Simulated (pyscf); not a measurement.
Routes from H₂N–SiH(OH)–OH (SMILES N[SiH](O)O)

Candidate steps break at most two bonds and form at most two. Each was searched with GFN2-xTB (tblite) first. PySCF, gas phase, ωB97X-D3(BJ)/def2-SVP geometries. MP2 and CC: frozen core, UHF for open shells. ΔMP2 is the change of the MP2 total energy from the triple- to the quadruple-zeta basis. Energies: CCSD(T)/def2-TZVPP + ΔMP2(QZVPP), kcal/mol, from the reactant's lowest minimum found, singlet surface; ΔG‡ with ideal gas, 1 atm, RRHO with modes under 100 cm⁻¹ raised to 100, one conformer, R ln 2 for chiral ones without a mode under 150 cm⁻¹.

| products | type | ΔE‡ | ΔE | ΔG‡ 298 K | ΔG‡ 900 K | ν‡ (cm⁻¹) |
|---|---|---|---|---|---|---|
| O=SiH–OH + NH₃ | elimination | 40.5 | +55.8 | – | – | 1365i |
| HO–Si:–OH [singlet] + NH₃ | 1,1-elimination | 78.3 | +47.7 | 76.1 | 76.7 | 1596i |

A dash marks a saddle under its separated products, whose escape then sets the rate. Row 1: On the product side the descent ends in an adduct with a N–Si contact, 30.4 kcal/mol under the separated species and 12.5 kcal/mol under the saddle at ωB97X-D3(BJ)/def2-TZVP. Row 2: On the product side the descent ends in an adduct with a N–Si contact, 11.7 kcal/mol under the separated species and 40.9 kcal/mol under the saddle at ωB97X-D3(BJ)/def2-TZVP. 

Plain bond fissions and candidates not yet searched are not listed, and one of them may be faster. Each barrier is that of the saddle found; lower ones may exist. The CCSD(T) − MP2 part came from Ansatz, without density fitting, on the same reference.
